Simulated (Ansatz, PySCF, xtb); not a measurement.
Dimer: NH3 (SMILES N) (first 4 atoms) with NH3 (SMILES N); geometry from A24 set.
(charge 0, multiplicity 1):
```xyz
8

N     -0.04998    -1.58709     0.00000
H      0.12296    -2.16846     0.81106
H      0.12296    -2.16846    -0.81106
H      0.65989    -0.86235     0.00000
N      0.04998     1.58709     0.00000
H     -0.12296     2.16846     0.81106
H     -0.65989     0.86235     0.00000
H     -0.12296     2.16846    -0.81106
```

Interaction energies are E(AB) − E(A) − E(B) at the monomers' geometry in the complex; basis-set methods are counterpoise corrected. Rows marked so take none.

Rows in 6-31G* carry no dispersion term and start afresh at each structure (6-31G* with six Cartesian d functions).

Programs: Ansatz (Gaussian orbitals); PySCF for 6-31G* rows, the dispersion terms; xtb for the GFN methods. Each number belongs to the level named beside it.

Q: Predict the interaction energy from BP86/6-31G* (no counterpoise).

A: -18 kJ/mol

Q: What interaction energy does GFN1-xTB give?

A: -7 kJ/mol

Q: What is the computed interaction energy (BLYP-D4/def2-TZVPPD)?

A: -12 kJ/mol

Ansatz is a program for electronic structure.
